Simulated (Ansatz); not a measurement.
# CH4OSi: vertical ionisation energy

Aim: the vertical ionisation energy of CH4OSi, as cation minus neutral at the neutral's geometry, on several levels, and how well −ε(HOMO) stands in for it.

The runs use Ansatz 0.2.0, Gaussian basis; unrestricted cation, the program's frozen cores in correlated methods.

Plan: UKS PBE-D4/def2-TZVPP; UKS r2SCAN-D4/def2-TZVPP; UKS PBE0-D4/def2-TZVPP; UKS B3LYP-D4/def2-TZVPP; UKS wB97X-V/def2-TZVPP; UKS wB97M-V/def2-TZVPP; UKS B2PLYP/def2-TZVPP; UHF-CCSD(T)/def2-TZVPP; UHF-MP2/def2-QZVPP; extrapolation to the limit; then −ε(HOMO) from the neutral's earlier runs with LDA (SPW92), PBE-D4, revPBE-D4, BLYP-D4, r2SCAN-D4, B97M-V, PBE0-D4, B3LYP-D4, r2SCANh-D4, r2SCAN0-D4, HSE06-D4, BHLYP-D4, CAM-B3LYP-D4, LC-ωPBE, ωB97X-V, ωB97M-V.

## (1) The relaxed structure

An earlier PBE0-D4 in a triple-zeta def2 set relaxation fixed the geometry.

SMILES `CO[SiH]`, 7 atoms, charge 0, spin multiplicity 1.

Atoms are counted from 1 here; the program's logs count them from 0.

Bond lengths: C1–O2 1.410 Å, C1–H4 1.092 Å, C1–H5 1.095 Å, C1–H6 1.092 Å, O2–Si3 1.639 Å, Si3–H7 1.552 Å. Angles: O2–C1–H4 109.2°, O2–C1–H5 110.9°, O2–C1–H6 109.2°, H4–C1–H5 109.5°, H4–C1–H6 108.5°, H5–C1–H6 109.5°, C1–O2–Si3 130.6°, O2–Si3–H7 97.1°.

## (2) Cation, UKS PBE-D4/def2-TZVPP

The input, in.yaml:

```yaml
crystal:
  periodic: [false, false, false]
  atoms:
    - {symbol: C, position_ang: [-0.512364, 0.485490, -0.338458]}
    - {symbol: O, position_ang: [-0.443243, -0.446463, 0.717588]}
    - {symbol: Si, position_ang: [0.796927, -1.387297, 1.229891]}
    - {symbol: H, position_ang: [-1.296424, 0.180816, -1.035502]}
    - {symbol: H, position_ang: [0.443831, 0.547489, -0.868667]}
    - {symbol: H, position_ang: [-0.769281, 1.467508, 0.065378]}
    - {symbol: H, position_ang: [1.841655, -0.915643, 0.184069]}
basis:
  gaussian: {orbitals: def2-TZVPP}
total_charge: 1
magnetization: {spin_polarized: true, initial_magnetization: 1}
hamiltonian: {xc: pbe, dispersion: d4}
```

The runs that follow: Cation, UKS r2SCAN-D4/def2-TZVPP; Cation, UKS PBE0-D4/def2-TZVPP; Cation, UKS B3LYP-D4/def2-TZVPP; Cation, UKS wB97X-V/def2-TZVPP; Cation, UKS wB97M-V/def2-TZVPP; Cation, UKS B2PLYP (frozen core)/def2-TZVPP; Cation, UHF-CCSD(T)/def2-TZVPP; Cation, UHF-MP2/def2-QZVPP.

Q: Predict the results of all the runs planned. Wanted: ionisation energy, CCSD(T)/CBS; nearest functional by difference; nearest −ε(HOMO); −ε(HOMO) of PBE; T1 of the cation.

**Answer**, as computed:

| quantity | value |
| --- | --- |
| ionisation energy, CCSD(T)/CBS | 9.09 eV |
| nearest functional by difference | ωB97M-V (-0.12 eV) |
| nearest −ε(HOMO) | LC-ωPBE (+0.03 eV) |
| −ε(HOMO) of PBE | 5.44 eV |
| T1 of the cation | 0.022 |

In words: By cation minus neutral, the functionals miss by 0.37 eV at most. The PBE orbital energy is 3.6 eV too small: a semilocal HOMO is no ionisation energy. Among orbital estimates LC-ωPBE comes nearest. Hartree-Fock falls 1.09 eV short, as the neutral has more correlation energy than the cation.
